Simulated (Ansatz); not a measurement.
```yaml
crystal:
  periodic: [false, false, false]
  atoms:
    - {symbol: Ge, position_ang: [-0.926860, -0.272536, -0.002498]}
    - {symbol: S, position_ang: [1.126310, 0.742884, 0.006400]}
    - {symbol: N, position_ang: [2.228363, -0.287260, -0.001696]}
basis:
  gaussian: {orbitals: def2-TZVP}
magnetization: {spin_polarized: true, initial_magnetization: 3}
hamiltonian: {xc: pbe0}
relax: {f_tol: 0.004, max_steps: 80}
```

```sh
$ ansatz run in.yaml --threads 1 --pin off --events-out ev --progress --plain --max-ram 2176MiB
```

Steps of the relaxation (energy above the last step; positions in Å, forces in eV/Å):

```
3
step 1, 69.3 meV
Ge   -0.927   -0.273   -0.002   -0.057    0.148    0.001
S     1.126    0.743    0.006   -1.610    1.082    0.008
N     2.228   -0.287   -0.002    1.666   -1.230   -0.010
```

```
3
step 2, 25.5 meV
Ge   -1.002   -0.239   -0.002    0.193   -0.037    0.000
S     1.099    0.670    0.006   -0.630    0.568    0.004
N     2.331   -0.248   -0.001    0.438   -0.531   -0.004
```

```
3
step 3, 7.6 meV
Ge   -0.971   -0.253   -0.002    0.140    0.043    0.000
S     1.101    0.708    0.006   -0.501    0.292    0.002
N     2.297   -0.272   -0.002    0.361   -0.335   -0.003
```

```
3
step 5, 0.0 meV
Ge   -0.950   -0.254   -0.002   -0.001    0.000    0.000
S     1.088    0.723    0.006   -0.002    0.003    0.000
N     2.289   -0.286   -0.002    0.003   -0.002    0.000
```

Close pairs at the end: S2–N3 1.569 Å, Ge1–S2 2.260 Å.

A stationary point of unrestricted PBE0 after 5 steps, with ⟨S²⟩ = 3.785 against 3.75 for a pure state; no frequencies were run, so it isn't proven a minimum. 21 s on 1 thread of Intel Xeon 6975P-C, shared host.
